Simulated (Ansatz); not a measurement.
# PF2+ (triplet): the correlation ladder, cc-pVDZ

Aim: climb from Hartree-Fock through coupled cluster and multireference methods for PF2+ (triplet) at one geometry and basis, and see what each rung misses.

Method: cc-pVDZ, core rule «outside noble gas», up to 7 orbitals frozen; program: Ansatz 0.2.0, Gaussian basis.

To be run: UHF; CCSD(T) on ROHF; CCSD(T) on UHF; BCCD(T) on ROHF; CISD; CCSDT(Q) on ROHF; CCSDT(Q) on UHF; CASSCF and MRCISD+Q, 14 electrons in 10 orbitals; CASSCF and NEVPT2, 14 electrons in 10 orbitals.

20 further runs of the same task are left out: 11 that didn't finish, 9 set aside as unsound or not needed.

### Step 1. What is computed

The geometry is a PBE0/def2-TZVP stationary point (not a proven minimum) of the parent state, kept for this charge and spin.

3 atoms, charge 1, spin multiplicity 3.

Atoms are counted from 1 here; the program's logs count them from 0.

Bond lengths: F1–P2 1.584 Å, P2–F3 1.584 Å. Angles: F1–P2–F3 98.7°.

### Step 2. UHF

in.yaml

```yaml
crystal:
  periodic: [false, false, false]
  atoms:
    - {symbol: F, position_ang: [0.000000, -0.463276, 1.202212]}
    - {symbol: P, position_ang: [0.000000, 0.568321, 0.000000]}
    - {symbol: F, position_ang: [0.000000, -0.463276, -1.202212]}
basis:
  gaussian: {orbitals: cc-pVDZ}
total_charge: 1
magnetization: {spin_polarized: true, initial_magnetization: 2}
hamiltonian: {xc: hf}
output: {orbitals: {seedname: orbitals}}
```

The run is started by

```console
ansatz run in.yaml --threads 1 --pin off --events-out ev --progress --plain --max-ram 2393MiB
```

The runs that follow: CCSD(T) on ROHF; CCSD(T) on UHF; BCCD(T) on ROHF; CISD; CCSDT(Q) on ROHF; CCSDT(Q) on UHF; CASSCF and MRCISD+Q, 14 electrons in 10 orbitals; CASSCF and NEVPT2, 14 electrons in 10 orbitals.

**Question.** What will the summary of the whole plan be? Wanted: UCCSDT(Q) below the RHF energy; RMP2 from UCCSDT(Q); UMP2 from UCCSDT(Q); RCCSD from UCCSDT(Q); RCCSD(T) from UCCSDT(Q); UCCSD(T) from UCCSDT(Q); RCCSDT(Q) from UCCSDT(Q); NEVPT2 valence from UCCSDT(Q); MRCISD+Q valence from UCCSDT(Q).

**Answer**, as computed:

| quantity | value |
| --- | --- |
| UCCSDT(Q) below the RHF energy | -13.0832 eV |
| RMP2 from UCCSDT(Q) | +648.8 meV |
| UMP2 from UCCSDT(Q) | +649.7 meV |
| RCCSD from UCCSDT(Q) | +382.9 meV |
| RCCSD(T) from UCCSDT(Q) | +70.5 meV |
| UCCSD(T) from UCCSDT(Q) | +70.2 meV |
| RCCSDT(Q) from UCCSDT(Q) | +10.3 meV |
| NEVPT2 valence from UCCSDT(Q) | +1172.0 meV |
| MRCISD+Q valence from UCCSDT(Q) | +205.5 meV |
| levels within 1 kcal/mol (43 meV) | RCCSDT, UCCSDT, RCCSDT(Q) |
| T1 diagnostic | 0.030 |
| effectively unpaired electrons | 2.01 |

What this shows: RCCSD(T) lands +70.5 meV from the yardstick (0.5 % of the correlation energy). One determinant dominates. Of the multireference levels listed MRCISD+Q valence comes nearest in total energy (+205.5 meV), which doesn't show that its space is the better one. These misses are within one basis, not against nature; the frozen cores of restricted and unrestricted runs differ, which can shift their rows.
